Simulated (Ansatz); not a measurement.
## Tetradymite Bi2Se3

Computed with PBE (Ansatz, a first-principles code, plane waves, PAW).

Run with plane-wave cutoff 500 eV, 10×10×10 k mesh, Fermi–Dirac smearing 0.05 eV, scalar-relativistic PAW data made under PBE.

Cell (relaxed at this level):

```
CELL_PARAMETERS angstrom
      0.00000    -4.18936     0.00000
      0.45067     2.09468    -3.59999
     10.10661     0.00000     3.70282
ATOMIC_POSITIONS crystal
  Bi 0.39535 0.79069 0.18604
  Se 0.77832 0.55663 0.33495
  Se 0.00000 0.00000 0.00000
  Se 0.22168 0.44337 0.66505
  Bi 0.60465 0.20931 0.81396
```

For tetradymite Bi2Se3, the volume per atom is 31.88 Å³/atom, the lattice constant a comes out as 4.189 Å and the lattice parameter c comes out as 31.465 Å.

Measured, for comparison: lattice constant a 4.143 Å, lattice parameter c 28.636 Å (temperature not stated, no zero-point or thermal correction; as tabulated in Luo et al. (2012), arXiv:1308.1523). Computed (rounded) less measured: lattice constant a +1.1 %, lattice parameter c +9.9 %.

Note: the cell comes from a level without a dispersion term, which matters for the spacing of layers, chains or molecules; the cell has widely spaced layers and the level no dispersion term, so their spacing and the moduli can rest on weak binding.

Spin–orbit coupling is not included; it can shift volumes and moduli of such heavy elements.

Static lattice: no zero-point or thermal effects.

It cost about 13 core-minutes (a rough figure) of CPU time.
